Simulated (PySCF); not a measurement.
# Identify the compound

Molecular formula: C4H9F. Simulated spectra:

¹H NMR (400 MHz, computed): δ 1.36 (m, 9H).

¹³C{¹H} NMR (computed): δ 94.1 (C), 30.5 (CH3).

- shielding tensors at PBE0/pcSseg-1 (GIAO)
- GFN2-xTB structure
- code: PySCF 2.14.0 with density-fitted response routines
- no solvent model, relativity neglected, single conformer, fast rotation and ring inversion assumed for equivalent nuclei

Shifts are taken against calculated references (same method and geometry level): ¹H (31.72 ppm), ¹³C (186.93 ppm) vs TMS.

Q: Propose a structure and justify it.

A: 
- Rings plus π bonds: 0.
- 2 carbon signals for 4 carbons: some carbons are equivalent by symmetry or fast rotation.
- Carbon types of the structure: 1 × C, 3 × CH3, which accounts for all hydrogens.
- δC 94.1: fully substituted sp3 carbon bonded to F; pulled downfield by the heteroatom.
- δC 30.5: methyl carbon; a saturated carbon with 1 carbon neighbour and no heteroatom attached.
- δH 1.36: hydrogen on a methyl carbon.

Structure: SMILES CC(C)(C)F.

The data come from this structure; uniqueness wasn't tested.

Splittings by ¹⁹F in the carbon and heteronuclear signals aren't shown, as no couplings were computed. Shifts are as computed. Against solution values, carbons near 30 ppm lie about +3 ppm off and those near 130 ppm about +5 ppm. Of 246 compounds with measured shifts, 49 miss one by over three times the rms of a fit or turn the order of signals round; such compounds aren't used in these exercises.
